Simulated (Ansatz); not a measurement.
C₄H₆F₂ (`C/C(F)=C(/C)F`), relaxed with RKS PBE-D4/def2-SVP in the Gaussian-basis code of Ansatz from a rough embedded geometry. The force threshold is 0.03 eV/Å; the program also tests the step.

The species carries charge 0 and has multiplicity 1.

Start:

```xyz
12

C    -1.944    0.128   -0.202
C    -0.479    0.189   -0.435
F    -0.103    0.618   -1.653
C     0.513   -0.213    0.415
C     1.950   -0.111    0.143
F     0.105   -0.564    1.696
H    -2.433   -0.550   -0.847
H    -2.339    1.119   -0.273
H    -2.184   -0.217    0.894
H     2.346   -1.137    0.279
H     2.418    0.552    0.854
H     2.151    0.187   -0.870
```

Problem. By how much does the energy fall, and how many steps does the optimiser take? (An estimate is asked.)

Solution. Ansatz gave: 7.41 kcal/mol, in 4 steps.

Problem. Which bonds change most? (An estimate is asked.)

Solution. Computed: C1–H9 from 1.174 to 1.105 Å; C1–H7 from 1.056 to 1.111 Å; C1–H8 from 1.069 to 1.111 Å; C5–H11 from 1.079 to 1.111 Å.

Problem. Give the relaxed structure. (Estimate.)

Solution. The calculation gave: 
```xyz
12

C    -1.960    0.138   -0.166
C    -0.496    0.169   -0.426
F    -0.150    0.588   -1.673
C     0.496   -0.169    0.426
C     1.960   -0.138    0.166
F     0.150   -0.588    1.673
H    -2.474   -0.543   -0.877
H    -2.405    1.147   -0.299
H    -2.159   -0.206    0.865
H     2.405   -1.147    0.296
H     2.473    0.541    0.880
H     2.159    0.210   -0.863
```
